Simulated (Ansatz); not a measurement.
System (SMILES): S (H2S).
Geometry (B3LYP-D3(BJ)/def2-TZVP, fixed):
```
S
H 1 1.3426
H 1 1.3426 2 92.55
```

Basis-set convergence of the dipole moment at MP2 with Ansatz (a quantum-chemistry and plane-wave program). Dipoles come from the density behind the forces; the sign is taken along the dipole that this method gives in the largest set. The reference of a correlated method is not its basis-set limit, which lies further on. Cartesian d functions, on some or all atoms, in 6-31G*, 6-31+G*, 6-311G**, 6-311+G**; all else is spherical. Cores are frozen. No added dispersion term, no relativity. Reference: the value in aug-pcseg-3, 0.991 D, itself unsure by roughly 0.009 D (its mean distance from aug-cc-pV(Q+d)Z, def2-QZVPPD). Deviations are taken from unrounded values.

| basis | functions | dipole moment (D) |
|---|---|---|
| 6-31G* | 23 | 1.475 |
| 6-31+G* | 27 | 1.495 |
| def2-SVP | 28 | 1.302 |
| def2-SVPD | 43 | 1.042 |
| pcseg-1 | 28 | 1.407 |
| aug-pcseg-1 | 45 | 1.084 |
| cc-pV(D+d)Z | 33 | 1.246 |
| aug-cc-pV(D+d)Z | 50 | 1.034 |
| 6-311G** | 39 | 1.301 |
| 6-311+G** | 43 | 1.322 |
| def2-TZVP | 49 | 1.187 |
| def2-TZVPD | 64 | 1.021 |
| pcseg-2 | 62 | 1.174 |
| aug-pcseg-2 | 96 | 0.985 |
| cc-pV(T+d)Z | 67 | 1.104 |
| aug-cc-pV(T+d)Z | 101 | 0.991 |
| def2-TZVPP | 70 | 1.106 |
| def2-TZVPPD | 85 | 0.991 |
| cc-pV(Q+d)Z | 124 | 1.051 |
| aug-cc-pV(Q+d)Z | 181 | 1.000 |
| def2-QZVPP | 130 | 1.054 |
| def2-QZVPPD | 145 | 0.999 |
| pcseg-3 | 130 | 1.021 |
| aug-pcseg-3 | 187 | 0.991 |

What the diffuse functions change, pair by pair:
- 6-31G* to 6-31+G*: 4 more functions, deviation 0.484 to 0.505 D
- def2-SVP to def2-SVPD: 15 more functions, deviation 0.311 to 0.051 D
- pcseg-1 to aug-pcseg-1: 17 more functions, deviation 0.416 to 0.093 D
- cc-pV(D+d)Z to aug-cc-pV(D+d)Z: 17 more functions, deviation 0.255 to 0.043 D
- 6-311G** to 6-311+G**: 4 more functions, deviation 0.310 to 0.331 D
- def2-TZVP to def2-TZVPD: 15 more functions, deviation 0.196 to 0.030 D
- pcseg-2 to aug-pcseg-2: 34 more functions, deviation 0.184 to -0.006 D
- cc-pV(T+d)Z to aug-cc-pV(T+d)Z: 34 more functions, deviation 0.113 to 0.000 D
- def2-TZVPP to def2-TZVPPD: 15 more functions, deviation 0.115 to 0.000 D
- cc-pV(Q+d)Z to aug-cc-pV(Q+d)Z: 57 more functions, deviation 0.060 to 0.009 D
- def2-QZVPP to def2-QZVPPD: 15 more functions, deviation 0.063 to 0.008 D
- pcseg-3 to aug-pcseg-3: 57 more functions, deviation 0.030 to 0.000 D

Leaving out the reference's own pair, they bring the value nearer the reference by more than 0.009 D in 9 of 11 pairs.
